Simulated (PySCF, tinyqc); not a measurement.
RHF in the sto-3g basis, for CH2, spin multiplicity 1, step by step (part 1 of 2). This run ends on a higher stationary point, not on the lowest solution. The lowest restricted solution is unstable here: a spin-polarised one lies 0.0181 hartree lower (PySCF). Computed by tinyqc, a small Python program that keeps every step (integrals from PySCF). Settings: charge = 0, multiplicity = 1, basis = sto-3g, energy threshold = 1e-10, iteration cap = 87, orthogonalisation = symmetric, start = core, DIIS depth = 0, method = RHF. Command: `OMP_NUM_THREADS=1 python tinyqc.py 22569 22570 out.jsonl` (the two numbers bound the seeds that draw the settings). One thread of a shared host (Intel(R) Xeon(R) Processor @ 2.60GHz), about 0.06 s of CPU time with the checks. Later iterations appear only in the table of the cycle.

## One-electron integrals

Geometry (angstrom):
```
atom         x          y         z
C     0.000000   0.000000  0.000000
H     0.000000   1.101000  0.846000
H     0.000000  -1.101000  0.846000
```

Basis sto-3g: exponents (1/bohr^2) and contraction coefficients of normalised primitives:
```
element  l (shell)   exponent  coefficient
C            s (1)  71.616837     0.154329
C            s (1)  13.045096     0.535328
C            s (1)   3.530512     0.444635
C            s (2)   2.941249    -0.099967
C            s (2)   0.683483     0.399513
C            s (2)   0.222290     0.700115
C            p (3)   2.941249     0.155916
C            p (3)   0.683483     0.607684
C            p (3)   0.222290     0.391957
H            s (1)   3.425251     0.154329
H            s (1)   0.623914     0.535328
H            s (1)   0.168855     0.444635
```

Overlap, kinetic and nuclear-attraction integrals over the contracted functions; the nuclear repulsion is the sum of Za Zb / Rab.

nuclear repulsion = 4.81370636 hartree

overlap S, order 1C 1s, 1C 2s, 1C 2px, 1C 2py, 1C 2pz, 2H 1s, 3H 1s:
$$\begin{pmatrix}
1.000000 & 0.248362 & 0.000000 & 0.000000 & 0.000000 & 0.031383 & 0.031383 \\
0.248362 & 1.000000 & 0.000000 & 0.000000 & 0.000000 & 0.334787 & 0.334787 \\
0.000000 & 0.000000 & 1.000000 & 0.000000 & 0.000000 & 0.000000 & 0.000000 \\
0.000000 & 0.000000 & 0.000000 & 1.000000 & 0.000000 & 0.281222 & -0.281222 \\
0.000000 & 0.000000 & 0.000000 & 0.000000 & 1.000000 & 0.216089 & 0.216089 \\
0.031383 & 0.334787 & 0.000000 & 0.281222 & 0.216089 & 1.000000 & 0.084787 \\
0.031383 & 0.334787 & 0.000000 & -0.281222 & 0.216089 & 0.084787 & 1.000000
\end{pmatrix}$$

kinetic energy T (hartree), order 1C 1s, 1C 2s, 1C 2px, 1C 2py, 1C 2pz, 2H 1s, 3H 1s:
$$\begin{pmatrix}
15.891122 & -0.085890 & 0.000000 & 0.000000 & 0.000000 & -0.009585 & -0.009585 \\
-0.085890 & 0.472250 & 0.000000 & 0.000000 & 0.000000 & 0.034038 & 0.034038 \\
0.000000 & 0.000000 & 1.477728 & 0.000000 & 0.000000 & 0.000000 & 0.000000 \\
0.000000 & 0.000000 & 0.000000 & 1.477728 & 0.000000 & 0.091645 & -0.091645 \\
0.000000 & 0.000000 & 0.000000 & 0.000000 & 1.477728 & 0.070419 & 0.070419 \\
-0.009585 & 0.034038 & 0.000000 & 0.091645 & 0.070419 & 0.760032 & -0.011424 \\
-0.009585 & 0.034038 & 0.000000 & -0.091645 & 0.070419 & -0.011424 & 0.760032
\end{pmatrix}$$

nuclear attraction V (hartree), order 1C 1s, 1C 2s, 1C 2px, 1C 2py, 1C 2pz, 2H 1s, 3H 1s:
$$\begin{pmatrix}
-34.414973 & -4.381538 & 0.000000 & 0.000000 & -0.012718 & -0.561194 & -0.561194 \\
-4.381538 & -5.946866 & 0.000000 & 0.000000 & -0.142603 & -1.570580 & -1.570580 \\
0.000000 & 0.000000 & -5.854643 & 0.000000 & 0.000000 & 0.000000 & 0.000000 \\
0.000000 & 0.000000 & 0.000000 & -5.949038 & 0.000000 & -1.200361 & 1.200361 \\
-0.012718 & -0.142603 & 0.000000 & 0.000000 & -5.910376 & -0.948705 & -0.948705 \\
-0.561194 & -1.570580 & 0.000000 & -1.200361 & -0.948705 & -3.738766 & -0.341853 \\
-0.561194 & -1.570580 & 0.000000 & 1.200361 & -0.948705 & -0.341853 & -3.738766
\end{pmatrix}$$

core Hamiltonian H = T + V (hartree), order 1C 1s, 1C 2s, 1C 2px, 1C 2py, 1C 2pz, 2H 1s, 3H 1s:
$$\begin{pmatrix}
-18.523851 & -4.467428 & 0.000000 & 0.000000 & -0.012718 & -0.570779 & -0.570779 \\
-4.467428 & -5.474617 & 0.000000 & 0.000000 & -0.142603 & -1.536541 & -1.536541 \\
0.000000 & 0.000000 & -4.376915 & 0.000000 & 0.000000 & 0.000000 & 0.000000 \\
0.000000 & 0.000000 & 0.000000 & -4.471310 & 0.000000 & -1.108716 & 1.108716 \\
-0.012718 & -0.142603 & 0.000000 & 0.000000 & -4.432648 & -0.878286 & -0.878286 \\
-0.570779 & -1.536541 & 0.000000 & -1.108716 & -0.878286 & -2.978734 & -0.353277 \\
-0.570779 & -1.536541 & 0.000000 & 1.108716 & -0.878286 & -0.353277 & -2.978734
\end{pmatrix}$$

## Two-electron integrals

Functions are numbered as in S; the eight-fold symmetry (ij|kl) = (ji|kl) = (kl|ij) leaves the list below.

Two-electron integrals (ij|kl) in chemists' order, unique and non-zero (hartree):
```
(11|11) 3.541948    (21|11) 0.576921    (21|21) 0.111888    (22|11) 0.854682
(22|21) 0.205284    (22|22) 0.624709    (31|31) 0.020296    (32|31) 0.030858
(32|32) 0.137996    (33|11) 0.852436    (33|21) 0.205335    (33|22) 0.624568
(33|33) 0.672833    (41|41) 0.020296    (42|41) 0.030858    (42|42) 0.137996
(43|43) 0.036269    (44|11) 0.852436    (44|21) 0.205335    (44|22) 0.624568
(44|33) 0.600295    (44|44) 0.672833    (51|51) 0.020296    (52|51) 0.030858
(52|52) 0.137996    (53|53) 0.036269    (54|54) 0.036269    (55|11) 0.852436
(55|21) 0.205335    (55|22) 0.624568    (55|33) 0.600295    (55|44) 0.600295
(55|55) 0.672833    (61|11) 0.073137    (61|21) 0.014110    (61|22) 0.025885
(61|33) 0.025804    (61|41) 0.000651    (61|42) 0.001230    (61|44) 0.025963
(61|51) 0.000500    (61|52) 0.000945    (61|54) 0.000123    (61|55) 0.025898
(61|61) 0.001816    (62|11) 0.204153    (62|21) 0.049832    (62|22) 0.170729
(62|33) 0.166409    (62|41) 0.003720    (62|42) 0.027512    (62|44) 0.174450
(62|51) 0.002858    (62|52) 0.021140    (62|54) 0.006179    (62|55) 0.171157
(62|61) 0.006559    (62|62) 0.065635    (63|31) 0.004675    (63|32) 0.025806
(63|43) 0.005135    (63|53) 0.003946    (63|63) 0.007305    (64|11) 0.147687
(64|21) 0.036475    (64|22) 0.132506    (64|33) 0.126012    (64|41) 0.006989
(64|42) 0.045183    (64|44) 0.141977    (64|51) 0.001778    (64|52) 0.014889
(64|54) 0.008322    (64|55) 0.129374    (64|61) 0.004983    (64|62) 0.060330
(64|64) 0.061750    (65|11) 0.113482    (65|21) 0.028027    (65|22) 0.101816
(65|33) 0.096827    (65|41) 0.001778    (65|42) 0.014889    (65|44) 0.101203
(65|51) 0.006041    (65|52) 0.037247    (65|54) 0.008498    (65|55) 0.107302
(65|61) 0.003829    (65|62) 0.046357    (65|64) 0.041835    (65|65) 0.039451
(66|11) 0.378463    (66|21) 0.093874    (66|22) 0.367673    (66|33) 0.349531
(66|41) 0.007833    (66|42) 0.080268    (66|44) 0.383423    (66|51) 0.006019
(66|52) 0.061677    (66|54) 0.026042    (66|55) 0.369542    (66|61) 0.012454
(66|62) 0.189521    (66|64) 0.191325    (66|65) 0.147013    (66|66) 0.774606
(71|11) 0.073137    (71|21) 0.014110    (71|22) 0.025885    (71|33) 0.025804
(71|41) -0.000651   (71|42) -0.001230   (71|44) 0.025963    (71|51) 0.000500
(71|52) 0.000945    (71|54) -0.000123   (71|55) 0.025898    (71|61) 0.001770
(71|62) 0.006219    (71|64) 0.004370    (71|65) 0.003642    (71|66) 0.011705
(71|71) 0.001816    (72|11) 0.204153    (72|21) 0.049832    (72|22) 0.170729
(72|33) 0.166409    (72|41) -0.003720   (72|42) -0.027512   (72|44) 0.174450
(72|51) 0.002858    (72|52) 0.021140    (72|54) -0.006179   (72|55) 0.171157
(72|61) 0.006219    (72|62) 0.045921    (72|64) 0.030802    (72|65) 0.031647
(72|66) 0.101804    (72|71) 0.006559    (72|72) 0.065635    (73|31) 0.004675
(73|32) 0.025806    (73|43) -0.005135   (73|53) 0.003946    (73|63) 0.004765
(73|73) 0.007305    (74|11) -0.147687   (74|21) -0.036475   (74|22) -0.132506
(74|33) -0.126012   (74|41) 0.006989    (74|42) 0.045183    (74|44) -0.141977
(74|51) -0.001778   (74|52) -0.014889   (74|54) 0.008322    (74|55) -0.129374
(74|61) -0.004370   (74|62) -0.030802   (74|64) -0.016701   (74|65) -0.020890
(74|66) -0.065219   (74|71) -0.004983   (74|72) -0.060330   (74|74) 0.061750
(75|11) 0.113482    (75|21) 0.028027    (75|22) 0.101816    (75|33) 0.096827
(75|41) -0.001778   (75|42) -0.014889   (75|44) 0.101203    (75|51) 0.006041
(75|52) 0.037247    (75|54) -0.008498   (75|55) 0.107302    (75|61) 0.003642
(75|62) 0.031647    (75|64) 0.020890    (75|65) 0.026125    (75|66) 0.073951
(75|71) 0.003829    (75|72) 0.046357    (75|74) -0.041835   (75|75) 0.039451
(76|11) 0.042314    (76|21) 0.010404    (76|22) 0.037839    (76|33) 0.036641
(76|44) 0.037563    (76|51) 0.000934    (76|52) 0.007776    (76|55) 0.039270
(76|61) 0.001345    (76|62) 0.013493    (76|64) 0.010817    (76|65) 0.010455
(76|66) 0.037687    (76|71) 0.001345    (76|72) 0.013493    (76|74) -0.010817
(76|75) 0.010455    (76|76) 0.003596    (77|11) 0.378463    (77|21) 0.093874
(77|22) 0.367673    (77|33) 0.349531    (77|41) -0.007833   (77|42) -0.080268
(77|44) 0.383423    (77|51) 0.006019    (77|52) 0.061677    (77|54) -0.026042
(77|55) 0.369542    (77|61) 0.011705    (77|62) 0.101804    (77|64) 0.065219
(77|65) 0.073951    (77|66) 0.239940    (77|71) 0.012454    (77|72) 0.189521
(77|74) -0.191325   (77|75) 0.147013    (77|76) 0.037687    (77|77) 0.774606
```

## Orthogonalisation

S = U s U^T; symmetric (Loewdin) form X = U s^(-1/2) U^T, so that X^T S X = 1.

eigenvalues of S: [0.446768, 0.557645, 0.864318, 1.000000, 1.116831, 1.357568, 1.656870]

X, order 1C 1s, 1C 2s, 1C 2px, 1C 2py, 1C 2pz, 2H 1s, 3H 1s:
$$\begin{pmatrix}
1.025991 & -0.142094 & 0.000000 & 0.000000 & -0.008050 & 0.020246 & 0.020246 \\
-0.142094 & 1.131220 & 0.000000 & 0.000000 & 0.067166 & -0.200412 & -0.200412 \\
0.000000 & 0.000000 & 1.000000 & 0.000000 & 0.000000 & 0.000000 & 0.000000 \\
0.000000 & 0.000000 & 0.000000 & 1.073208 & 0.000000 & -0.169053 & 0.169053 \\
-0.008050 & 0.067166 & 0.000000 & 0.000000 & 1.042171 & -0.126371 & -0.126371 \\
0.020246 & -0.200412 & 0.000000 & -0.169053 & -0.126371 & 1.109827 & -0.014349 \\
0.020246 & -0.200412 & 0.000000 & 0.169053 & -0.126371 & -0.014349 & 1.109827
\end{pmatrix}$$

## Starting guess

The start is the orbitals of the core Hamiltonian; D = 2 C_occ C_occ^T.

D at the start, order 1C 1s, 1C 2s, 1C 2px, 1C 2py, 1C 2pz, 2H 1s, 3H 1s:
$$\begin{pmatrix}
2.119726 & -0.493939 & 0.000000 & 0.000000 & -0.229132 & 0.067547 & 0.067547 \\
-0.493939 & 2.031029 & 0.000000 & 0.000000 & 0.987362 & -0.267306 & -0.267306 \\
0.000000 & 0.000000 & 2.000000 & 0.000000 & 0.000000 & 0.000000 & 0.000000 \\
0.000000 & 0.000000 & 0.000000 & 2.218209 & 0.000000 & -0.234228 & 0.234228 \\
-0.229132 & 0.987362 & 0.000000 & 0.000000 & 0.480056 & -0.129934 & -0.129934 \\
0.067547 & -0.267306 & 0.000000 & -0.234228 & -0.129934 & 0.059917 & 0.010451 \\
0.067547 & -0.267306 & 0.000000 & 0.234228 & -0.129934 & 0.010451 & 0.059917
\end{pmatrix}$$

## Iteration 1: building the Fock matrix

J_ij = sum D_kl (ij|kl), K_ij = sum D_kl (ik|jl); F = H + J - 0.5 K; E = tr D H + tr D J / 2 - 0.25 tr D K + E_nn.

Coulomb J (hartree), order 1C 1s, 1C 2s, 1C 2px, 1C 2py, 1C 2pz, 2H 1s, 3H 1s:
$$\begin{pmatrix}
12.329246 & 2.407295 & 0.000000 & 0.000000 & 0.044649 & 0.305740 & 0.305740 \\
2.407295 & 5.504317 & 0.000000 & 0.000000 & 0.210261 & 1.469523 & 1.469523 \\
0.000000 & 0.000000 & 5.541331 & 0.000000 & 0.000000 & 0.000000 & 0.000000 \\
0.000000 & 0.000000 & 0.000000 & 5.535453 & 0.000000 & 1.118888 & -1.118888 \\
0.044649 & 0.210261 & 0.000000 & 0.000000 & 5.419886 & 0.886431 & 0.886431 \\
0.305740 & 1.469523 & 0.000000 & 1.118888 & 0.886431 & 3.033762 & 0.321613 \\
0.305740 & 1.469523 & 0.000000 & -1.118888 & 0.886431 & 0.321613 & 3.033762
\end{pmatrix}$$

exchange K (hartree), order 1C 1s, 1C 2s, 1C 2px, 1C 2py, 1C 2pz, 2H 1s, 3H 1s:
$$\begin{pmatrix}
7.264697 & 1.294019 & 0.000000 & 0.000000 & 0.024491 & 0.175049 & 0.175049 \\
1.294019 & 1.754499 & 0.000000 & 0.000000 & 0.579437 & 0.461931 & 0.461931 \\
0.000000 & 0.000000 & 1.704125 & 0.000000 & 0.000000 & 0.000000 & 0.000000 \\
0.000000 & 0.000000 & 0.000000 & 1.698528 & 0.000000 & 0.280441 & -0.280441 \\
0.024491 & 0.579437 & 0.000000 & 0.000000 & 0.672150 & 0.217661 & 0.217661 \\
0.175049 & 0.461931 & 0.000000 & 0.280441 & 0.217661 & 0.206253 & 0.087462 \\
0.175049 & 0.461931 & 0.000000 & -0.280441 & 0.217661 & 0.087462 & 0.206253
\end{pmatrix}$$

Fock matrix F (hartree), order 1C 1s, 1C 2s, 1C 2px, 1C 2py, 1C 2pz, 2H 1s, 3H 1s:
$$\begin{pmatrix}
-9.826953 & -2.707143 & 0.000000 & 0.000000 & 0.019685 & -0.352564 & -0.352564 \\
-2.707143 & -0.847549 & 0.000000 & 0.000000 & -0.222061 & -0.297983 & -0.297983 \\
0.000000 & 0.000000 & 0.312353 & 0.000000 & 0.000000 & 0.000000 & 0.000000 \\
0.000000 & 0.000000 & 0.000000 & 0.214879 & 0.000000 & -0.130049 & 0.130049 \\
0.019685 & -0.222061 & 0.000000 & 0.000000 & 0.651162 & -0.100685 & -0.100685 \\
-0.352564 & -0.297983 & 0.000000 & -0.130049 & -0.100685 & -0.048099 & -0.075395 \\
-0.352564 & -0.297983 & 0.000000 & 0.130049 & -0.100685 & -0.075395 & -0.048099
\end{pmatrix}$$

total energy of this density = -36.66051911 hartree

## Iteration 1: diagonalisation and new density

Diagonalise F' = X^T F X, C = X C', fill 4 alpha and 4 beta electrons from the bottom; D = 2 C_occ C_occ^T. Each column has its largest component positive (the first on a tie).

F' = X^T F X (hartree):
$$\begin{pmatrix}
-9.598883 & -1.505781 & 0.000000 & 0.000000 & 0.024396 & -0.019154 & -0.019154 \\
-1.505781 & -0.218314 & 0.000000 & 0.000000 & -0.128357 & -0.209948 & -0.209948 \\
0.000000 & 0.000000 & 0.312353 & 0.000000 & 0.000000 & 0.000000 & 0.000000 \\
0.000000 & 0.000000 & 0.000000 & 0.343432 & 0.000000 & -0.208507 & 0.208507 \\
0.024396 & -0.128357 & 0.000000 & 0.000000 & 0.732068 & -0.165271 & -0.165271 \\
-0.019154 & -0.209948 & 0.000000 & -0.208507 & -0.165271 & 0.124748 & -0.020890 \\
-0.019154 & -0.209948 & 0.000000 & 0.208507 & -0.165271 & -0.020890 & 0.124748
\end{pmatrix}$$

orbital energies (hartree): MO1 -9.835199, MO2 -0.293891, MO3 -0.066481, MO4 0.312353, MO5 0.336633, MO6 0.555552, MO7 0.811186

coefficients C, order 1C 1s, 1C 2s, 1C 2px, 1C 2py, 1C 2pz, 2H 1s, 3H 1s:
$$\begin{pmatrix}
0.991779 & -0.201137 & 0.000000 & 0.000000 & -0.222823 & 0.000000 & 0.001012 \\
0.032768 & 0.641543 & 0.000000 & 0.000000 & 0.981657 & 0.000000 & 0.091592 \\
0.000000 & 0.000000 & 0.000000 & 1.000000 & 0.000000 & 0.000000 & 0.000000 \\
0.000000 & 0.000000 & 0.432634 & 0.000000 & 0.000000 & 1.010823 & 0.000000 \\
0.000897 & 0.181414 & 0.000000 & 0.000000 & -0.014510 & 0.000000 & 1.043797 \\
-0.005348 & 0.336550 & 0.546575 & 0.000000 & -0.654270 & -0.601433 & -0.339437 \\
-0.005348 & 0.336550 & -0.546575 & 0.000000 & -0.654270 & 0.601433 & -0.339437
\end{pmatrix}$$

D after iteration 1, order 1C 1s, 1C 2s, 1C 2px, 1C 2py, 1C 2pz, 2H 1s, 3H 1s:
$$\begin{pmatrix}
2.048163 & -0.193079 & 0.000000 & 0.000000 & -0.071198 & -0.145994 & -0.145994 \\
-0.193079 & 0.825303 & 0.000000 & 0.000000 & 0.232829 & 0.431472 & 0.431472 \\
0.000000 & 0.000000 & 2.000000 & 0.000000 & 0.000000 & 0.000000 & 0.000000 \\
0.000000 & 0.000000 & 0.000000 & 0.374344 & 0.000000 & 0.472933 & -0.472933 \\
-0.071198 & 0.232829 & 0.000000 & 0.000000 & 0.065824 & 0.122100 & 0.122100 \\
-0.145994 & 0.431472 & 0.000000 & 0.472933 & 0.122100 & 0.824078 & -0.370899 \\
-0.145994 & 0.431472 & 0.000000 & -0.472933 & 0.122100 & -0.370899 & 0.824078
\end{pmatrix}$$

## Iteration 2: building the Fock matrix

As before.

Coulomb J (hartree), order 1C 1s, 1C 2s, 1C 2px, 1C 2py, 1C 2pz, 2H 1s, 3H 1s:
$$\begin{pmatrix}
11.053983 & 2.116353 & 0.000000 & 0.000000 & 0.031660 & 0.268672 & 0.268672 \\
2.116353 & 4.868729 & 0.000000 & 0.000000 & 0.238041 & 1.386473 & 1.386473 \\
0.000000 & 0.000000 & 4.898696 & 0.000000 & 0.000000 & 0.000000 & 0.000000 \\
0.000000 & 0.000000 & 0.000000 & 4.882075 & 0.000000 & 1.086949 & -1.086949 \\
0.031660 & 0.238041 & 0.000000 & 0.000000 & 4.809043 & 0.875531 & 0.875531 \\
0.268672 & 1.386473 & 0.000000 & 1.086949 & 0.875531 & 3.286194 & 0.314812 \\
0.268672 & 1.386473 & 0.000000 & -1.086949 & 0.875531 & 0.314812 & 3.286194
\end{pmatrix}$$

exchange K (hartree), order 1C 1s, 1C 2s, 1C 2px, 1C 2py, 1C 2pz, 2H 1s, 3H 1s:
$$\begin{pmatrix}
7.158368 & 1.253140 & 0.000000 & 0.000000 & -0.002218 & 0.161060 & 0.161060 \\
1.253140 & 1.404242 & 0.000000 & 0.000000 & 0.381564 & 0.653204 & 0.653204 \\
0.000000 & 0.000000 & 1.567129 & 0.000000 & 0.000000 & 0.000000 & 0.000000 \\
0.000000 & 0.000000 & 0.000000 & 0.931048 & 0.000000 & 0.513310 & -0.513310 \\
-0.002218 & 0.381564 & 0.000000 & 0.000000 & 0.448825 & 0.322177 & 0.322177 \\
0.161060 & 0.653204 & 0.000000 & 0.513310 & 0.322177 & 1.110412 & 0.094965 \\
0.161060 & 0.653204 & 0.000000 & -0.513310 & 0.322177 & 0.094965 & 1.110412
\end{pmatrix}$$

Fock matrix F (hartree), order 1C 1s, 1C 2s, 1C 2px, 1C 2py, 1C 2pz, 2H 1s, 3H 1s:
$$\begin{pmatrix}
-11.049052 & -2.977646 & 0.000000 & 0.000000 & 0.020051 & -0.382637 & -0.382637 \\
-2.977646 & -1.308008 & 0.000000 & 0.000000 & -0.095345 & -0.476671 & -0.476671 \\
0.000000 & 0.000000 & -0.261783 & 0.000000 & 0.000000 & 0.000000 & 0.000000 \\
0.000000 & 0.000000 & 0.000000 & -0.054759 & 0.000000 & -0.278422 & 0.278422 \\
0.020051 & -0.095345 & 0.000000 & 0.000000 & 0.151982 & -0.163843 & -0.163843 \\
-0.382637 & -0.476671 & 0.000000 & -0.278422 & -0.163843 & -0.247746 & -0.085948 \\
-0.382637 & -0.476671 & 0.000000 & 0.278422 & -0.163843 & -0.085948 & -0.247746
\end{pmatrix}$$

total energy of this density = -38.03678469 hartree

## Iteration 2: diagonalisation and new density

As before.

F' = X^T F X (hartree):
$$\begin{pmatrix}
-10.816081 & -1.579573 & 0.000000 & 0.000000 & 0.004866 & -0.007670 & -0.007670 \\
-1.579573 & -0.583132 & 0.000000 & 0.000000 & 0.026797 & -0.324076 & -0.324076 \\
0.000000 & 0.000000 & -0.261783 & 0.000000 & 0.000000 & 0.000000 & 0.000000 \\
0.000000 & 0.000000 & 0.000000 & 0.129738 & 0.000000 & -0.311140 & 0.311140 \\
0.004866 & 0.026797 & 0.000000 & 0.000000 & 0.238270 & -0.188273 & -0.188273 \\
-0.007670 & -0.324076 & 0.000000 & -0.311140 & -0.188273 & 0.004082 & 0.000036 \\
-0.007670 & -0.324076 & 0.000000 & 0.311140 & -0.188273 & 0.000036 & 0.004082
\end{pmatrix}$$

orbital energies (hartree): MO1 -11.054929, MO2 -0.673796, MO3 -0.377592, MO4 -0.261783, MO5 0.052320, MO6 0.511376, MO7 0.519580

coefficients C, order 1C 1s, 1C 2s, 1C 2px, 1C 2py, 1C 2pz, 2H 1s, 3H 1s:
$$\begin{pmatrix}
0.993413 & -0.222110 & 0.000000 & 0.000000 & 0.147085 & 0.000000 & -0.126079 \\
0.026507 & 0.749613 & 0.000000 & 0.000000 & -0.636002 & 0.000000 & 0.646198 \\
0.000000 & 0.000000 & 0.000000 & 1.000000 & 0.000000 & 0.000000 & 0.000000 \\
0.000000 & 0.000000 & 0.522570 & 0.000000 & 0.000000 & 0.967396 & 0.000000 \\
0.000164 & 0.104161 & 0.000000 & 0.000000 & 0.652975 & 0.000000 & 0.827894 \\
-0.004320 & 0.276494 & 0.489746 & 0.000000 & 0.367304 & -0.648548 & -0.667234 \\
-0.004320 & 0.276494 & -0.489746 & 0.000000 & 0.367304 & 0.648548 & -0.667234
\end{pmatrix}$$

D after iteration 2, order 1C 1s, 1C 2s, 1C 2px, 1C 2py, 1C 2pz, 2H 1s, 3H 1s:
$$\begin{pmatrix}
2.072405 & -0.280328 & 0.000000 & 0.000000 & -0.045945 & -0.131407 & -0.131407 \\
-0.280328 & 1.125244 & 0.000000 & 0.000000 & 0.156169 & 0.414297 & 0.414297 \\
0.000000 & 0.000000 & 2.000000 & 0.000000 & 0.000000 & 0.000000 & 0.000000 \\
0.000000 & 0.000000 & 0.000000 & 0.546160 & 0.000000 & 0.511854 & -0.511854 \\
-0.045945 & 0.156169 & 0.000000 & 0.000000 & 0.021699 & 0.057598 & 0.057598 \\
-0.131407 & 0.414297 & 0.000000 & 0.511854 & 0.057598 & 0.632638 & -0.326768 \\
-0.131407 & 0.414297 & 0.000000 & -0.511854 & 0.057598 & -0.326768 & 0.632638
\end{pmatrix}$$
